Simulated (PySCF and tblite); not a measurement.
Results of a calculation; reference values are marked as such.
System: CH₂ClO₂S (charge -1), numbered as in [O:1]=[SH:2](=[O:3])[CH-:4][Cl:5].

Level: PBE0/pcSseg-1 + D3(BJ) on PBE0-D3(BJ)/def2-SVP stationary points, with GFN2-xTB thermal terms. Rate constants are transition-state-theory values, counting equivalent paths, without tunnelling. Run with tblite and PySCF.

The ion is treated without a counter-ion.

(1) How high is the barrier to the pyramidal inversion at C4, through which structure does it pass, and what rate follows at 298 K?

## Answers

(1) The electronic barrier is 1.4 kcal/mol and ΔG‡(298 K) 1.1 kcal/mol, over a C1 saddle with an imaginary mode of 703i cm⁻¹ (GFN2-xTB). With 1 equivalent path, k is 1×10¹² s⁻¹, a mean lifetime of the start of under a picosecond against this motion. The end lies 1.8 kcal/mol below the start in free energy.
